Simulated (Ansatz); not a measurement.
Cost and result for the atomization energy of `CCCCCCCC` (26 atoms, 25 bonds).

```xyz
26

C    -3.1024    0.3182    1.9519
C    -2.7385    1.1042    0.7023
C    -1.3061    0.8888    0.2304
C    -1.0096   -0.5335   -0.2235
C     0.3696   -0.7110   -0.8446
C     1.5201   -0.4822    0.1252
C     2.8922   -0.8087   -0.4507
C     3.3065    0.0883   -1.6063
H    -2.4191    0.5523    2.7739
H    -3.0557   -0.7598    1.7817
H    -4.1156    0.5527    2.2863
H    -2.8906    2.1716    0.8939
H    -3.4275    0.8409   -0.1092
H    -0.6207    1.1738    1.0369
H    -1.0973    1.5721   -0.6017
H    -1.1102   -1.2242    0.6216
H    -1.7712   -0.8333   -0.9536
H     0.4627   -0.0339   -1.7014
H     0.4507   -1.7270   -1.2496
H     1.3520   -1.0962    1.0184
H     1.5182    0.5590    0.4676
H     3.6380   -0.7314    0.3474
H     2.9051   -1.8555   -0.7771
H     4.3199   -0.1422   -1.9430
H     3.2867    1.1415   -1.3102
H     2.6428   -0.0245   -2.4665
```

The species carries charge 0 and has multiplicity 1. All single points use the PBE0-D4/def2-TZVP geometry. It is one conformer, not always the lowest. Program: Ansatz. All runs use 4 threads of an AMD EPYC 7R13 on a shared host and a share of an NVIDIA H100 80 GB. Times are those of one run each, without the atoms' runs, and a repeat can differ threefold. Electronic energies, without spin–orbit coupling; frozen cores. CCSD(T)/CBS adds CCSD(T) − MP2 in def2-TZVPP to the MP2 limit, and its time is that of the two runs behind it. T1 = 0.008. B3LYP takes the VWN-RPA correlation (the form of Gaussian; ORCA's B3LYP/G).

CCSD(T)/CBS is a level of theory with its own doubt, some kJ/mol a heavy atom from the limit and from the frozen cores, so smaller differences don't rank the functionals.

```
                             level  functions  wall time  atomization (kJ/mol)  difference from CCSD(T)/CBS  per bond
                 B2PLYP/def2-TZVPP        500      3.7 s               10268.7                        -96.2      -3.8
                PBE0-D4/def2-TZVPP        500      4.3 s               10440.4                         75.5       3.0
   PBE-D4/def2-TZVPP (with forces)        500      4.8 s               10532.6                        167.7       6.7
r2SCAN-D4/def2-TZVPP (with forces)        500      4.9 s               10383.7                         18.8       0.8
 B3LYP-D4/def2-TZVPP (with forces)        500      5.5 s               10374.3                          9.4       0.4
                ωB97X-V/def2-TZVPP        500        6 s               10379.0                         14.1       0.6
                    MP2/def2-QZVPP        996        6 s               10355.7                         -9.2      -0.4
  ωB97M-V/def2-TZVPP (with forces)        500      6.5 s               10391.1                         26.2       1.0
                CCSD(T)/def2-TZVPP        500       37 s               10160.5                       -204.4      -8.2
                 CCSD(T)/CBS(def2)          –       43 s               10364.9                          0.0       0.0
```

The D4 term adds +82.2 kJ/mol with B3LYP and +44.5 kJ/mol with PBE0; it sums over pairs of atoms, weighted by their polarisabilities, and B3LYP, whose exchange is more repulsive, gets the larger term. In def2-TZVPP, CCSD(T) changes the Hartree–Fock value by +2252.5 kJ/mol (the triples alone add +111.8 kJ/mol) and MP2 by +2328.1 kJ/mol; breaking electron pairs costs correlation energy, which Hartree–Fock lacks. From PBE to PBE0 (25 % exact exchange), in def2-TZVPP and without D4, the atomization energy moves by −84.1 kJ/mol: exact exchange takes away binding that semilocal exchange gives to molecules.
